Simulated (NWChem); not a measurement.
System: SO, triplet; SMILES S=O

```xyz
2

O      0.0000     0.0000    -0.9954
S      0.0000     0.0000     0.5064
```
Atoms are numbered in this order, from 1.

Level: PBE0/def2-SVP, spin-unrestricted (NWChem), optimised geometry, unscaled harmonic frequencies. 

Problem. List the harmonic frequencies with IR intensities, and the thermochemistry.

Solution. 
| frequency (cm⁻¹) | IR intensity (km/mol) |
|---|---|
| 1184 | 5.7 |

```yaml
zero_point_energy: 1.7 kcal/mol
thermal correction to the enthalpy at 298.15 K (with zero-point energy): 3.8 kcal/mol
heat capacity Cv: 5.2 cal/(mol K)
dipole_moment: 1.67 D
```

Rigid rotor and harmonic oscillator.
